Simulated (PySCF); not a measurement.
pyridine (C5H5N), SMILES c1ccncc1.

Geometry optimised at ωB97X-D3(BJ)/def2-SVP.

Calculation: PBE0/def2-TZVP run with PySCF.

Symmetry labels are those of the subgroup C2v that the program uses (full group C2v).

Computed valence orbital energies around the gap with their symmetry:
```csv
orbital,symmetry,energy (eV)
HOMO−7,A1,-13.22
HOMO−6,B2,-12.08
HOMO−5,A1,-11.43
HOMO−4,B1,-11.41
HOMO−3,B2,-10.31
HOMO−2,B1,-8.34
HOMO−1,A2,-7.62
HOMO,A1,-7.41
LUMO,B1,-0.85
LUMO+1,A2,-0.51
LUMO+2,A1,1.49
LUMO+3,B2,2.29
```
